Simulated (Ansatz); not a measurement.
```yaml
crystal:
  periodic: [false, false, false]
  atoms:
    - {symbol: Zn, position_ang: [-0.156565, 0.281764, -0.482905]}
    - {symbol: O, position_ang: [1.260449, -0.956363, 0.726528]}
    - {symbol: O, position_ang: [-0.802787, 1.382023, 0.534108]}
    - {symbol: O, position_ang: [0.182409, -1.577571, 0.713585]}
basis:
  gaussian: {orbitals: def2-TZVP}
magnetization: {spin_polarized: true, initial_magnetization: 2}
hamiltonian: {xc: pbe0}
relax: {f_tol: 0.004, max_steps: 80}
```

```sh
$ ansatz run in.yaml --threads 1 --pin off --events-out ev --progress --plain --max-ram 2176MiB
```

Steps of the relaxation (energy above the last step; positions in Å, forces in eV/Å):

```
4
step 1, 1646.3 meV
Zn   -0.157    0.282   -0.483    1.711   -2.945   -1.189
O     1.260   -0.956    0.727    0.680    0.480   -0.315
O    -0.803    1.382    0.534   -1.641    2.809    1.835
O     0.182   -1.578    0.714   -0.751   -0.344   -0.332
```

```
4
step 2, 1174.3 meV
Zn   -0.142    0.253   -0.361    1.325   -2.318    0.915
O     1.302   -1.019    0.701    1.470    1.453   -0.554
O    -0.893    1.540    0.463   -0.811    1.402    0.234
O     0.216   -1.645    0.688   -1.984   -0.538   -0.595
```

```
4
step 3, 624.8 meV
Zn   -0.124    0.220   -0.170    0.977   -1.726    1.515
O     1.343   -1.064    0.659    1.394    1.702   -0.554
O    -0.970    1.676    0.356   -0.209    0.371   -0.366
O     0.235   -1.702    0.646   -2.161   -0.346   -0.596
```

```
4
step 5, 58.2 meV
Zn   -0.104    0.176    0.204   -0.273    0.466    0.325
O     1.383   -1.072    0.567   -0.131    0.188   -0.109
O    -1.019    1.765    0.166    0.499   -0.863   -0.107
O     0.224   -1.739    0.553   -0.095    0.209   -0.109
```

```
4
step 6, 19.6 meV
Zn   -0.109    0.183    0.295    0.116   -0.203    0.070
O     1.361   -1.036    0.541    0.204   -0.177    0.018
O    -0.973    1.686    0.129   -0.371    0.645   -0.105
O     0.204   -1.703    0.527    0.051   -0.265    0.017
```

```
4
step 7, 0.0 meV
Zn   -0.112    0.188    0.317    0.008   -0.014    0.004
O     1.372   -1.054    0.537    0.006   -0.004    0.000
O    -0.991    1.717    0.113   -0.015    0.026   -0.005
O     0.214   -1.721    0.523    0.001   -0.008    0.000
```

```
4
step 9, 0.0 meV
Zn   -0.112    0.188    0.318    0.000    0.001    0.000
O     1.373   -1.055    0.537    0.002    0.001    0.000
O    -0.991    1.718    0.113    0.000    0.000    0.000
O     0.215   -1.722    0.523   -0.002   -0.001    0.000
```

Close pairs at the end: O2–O4 1.337 Å, Zn1–O3 1.776 Å, Zn1–O4 1.949 Å, Zn1–O2 1.949 Å.

A stationary point of unrestricted PBE0 after 9 steps, with ⟨S²⟩ = 2.015 against 2.00 for a pure state; no frequencies were run, so it isn't proven a minimum. 6.1 min on 1 thread of Arm Neoverse N1, shared host.
